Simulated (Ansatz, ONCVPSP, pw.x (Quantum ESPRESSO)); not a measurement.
# From atom to crystal: ONCV potential for antimony

```
Element                 : antimony
Generator               : ONCVPSP 4.0.1
Type                    : optimised norm-conserving Vanderbilt (ONCV)
Functional              : PBEsol
Relativity              : scalar-relativistic
Frozen core             : [Kr] 4d10
Valence charge          : 5
Reference configuration : 5s2 5p3
Partial waves           : 5s: rc 2.00 bohr, ncon 3, nbas 7, qcut 3.2 1/bohr, 2 projectors, debl 2.5 Ha; 5p: rc 2.00 bohr, ncon 4, nbas 8, qcut 4.5 1/bohr, local
Local potential         : the p channel
Core correction         : Teter function, fcfact 3.75, rcfact 0.96
```

Crystal test: fcc Sb in pw.x 7.5, no spin, 12³ k-points, Fermi–Dirac smearing 0.01 Ry, cutoffs 80/320 Ry. The reference is all-electron LAPW (Ansatz 0.2.0) with the same functional, mesh and smearing; V0 and B0 come from Birch–Murnaghan fits to the pressures at five volumes. Errors are pseudo minus all-electron; Δ is the rms difference of the E(V) curves that follow from these fits, minima aligned, over ±6 % about the mean V0. Mesh and smearing are coarse, so the numbers serve the comparison and aren't converged zero-temperature values; the lattice is a test structure that the element need not adopt.

| V (Å³/atom) | P all-electron (GPa) | P pseudo (GPa) |
| --- | --- | --- |
| 25.018 | 3.60 | -6.95 |
| 25.677 | 1.60 | -8.01 |
| 26.335 | -0.15 | -8.90 |
| 26.993 | -1.68 | -9.66 |
| 27.652 | -3.01 | -10.30 |

All-electron: a0 = 4.719 Å (V0 = 26.28 Å³/atom), B0 = 66.0 GPa.

Pseudopotential: mean pressure error (GPa): -8.84. The pressure does not cross zero within the volumes sampled, so no fit is given. This is a poor potential for the solid.

Question: At the middle volume, how do free energy and pressure move when the wave cutoff is lowered (ecutrho kept at four times it)?

Answer:

```json
{"cutoff (Ry)": "36", "shift of F (meV/atom)": "+30.8", "shift of P (GPa)": "-0.29"}
{"cutoff (Ry)": "48", "shift of F (meV/atom)": "+22.6", "shift of P (GPa)": "-0.03"}
{"cutoff (Ry)": "64", "shift of F (meV/atom)": "+6.7", "shift of P (GPa)": "-0.30"}
```

The run at the middle volume (72 k-points, 6 iterations) took about 7.1 s on one core of a shared host (Intel(R) Xeon(R) 6975P-C, 192 threads, 1512 GiB, load 79).
